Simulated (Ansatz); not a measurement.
```yaml
crystal:
  periodic: [false, false, false]
  atoms:
    - {symbol: C, position_ang: [0.000000, 0.000000, -1.518034]}
    - {symbol: B, position_ang: [0.000000, 0.000000, -0.061445]}
    - {symbol: S, position_ang: [0.000000, 0.000000, 1.579479]}
basis:
  gaussian: {orbitals: def2-TZVP}
magnetization: {spin_polarized: true, initial_magnetization: 1}
hamiltonian: {xc: pbe0}
relax: {f_tol: 0.004, max_steps: 80}
```

```sh
$ ansatz run in.yaml --threads 1 --pin off --events-out ev --progress --plain --max-ram 2176MiB
```

Steps of the relaxation (energy above the last step; positions in Å, forces in eV/Å):

```
3
step 1, 34.3 meV
C     0.000    0.000   -1.518    0.000   -0.014   -1.160
B     0.000    0.000   -0.061    0.000    0.027    2.051
S     0.000    0.000    1.579    0.000   -0.013   -0.890
```

```
3
step 2, 7.9 meV
C     0.000   -0.001   -1.529    0.000   -0.012   -0.510
B     0.000    0.001   -0.050    0.000    0.021    0.984
S     0.000   -0.001    1.579    0.000   -0.009   -0.474
```

```
3
step 3, 0.1 meV
C     0.000   -0.002   -1.536    0.000   -0.007   -0.040
B     0.000    0.003   -0.040    0.000    0.014    0.009
S     0.000   -0.002    1.576    0.000   -0.007    0.031
```

```
3
step 4, 0.1 meV
C     0.000   -0.004   -1.538    0.000   -0.001    0.010
B     0.000    0.007   -0.040    0.000    0.001    0.054
S     0.000   -0.004    1.578    0.000    0.000   -0.064
```

```
3
step 7, 0.0 meV
C     0.000   -0.004   -1.538    0.000    0.000    0.000
B     0.000    0.008   -0.040    0.000    0.000    0.000
S     0.000   -0.004    1.577    0.000    0.000    0.000
```

Close pairs at the end: C1–B2 1.498 Å, B2–S3 1.617 Å.

A stationary point of unrestricted PBE0 after 7 steps, with ⟨S²⟩ = 1.210 against 0.75 for a pure state; no frequencies were run, so it isn't proven a minimum. 2.6 min on 1 thread of Arm Neoverse V1, shared host.
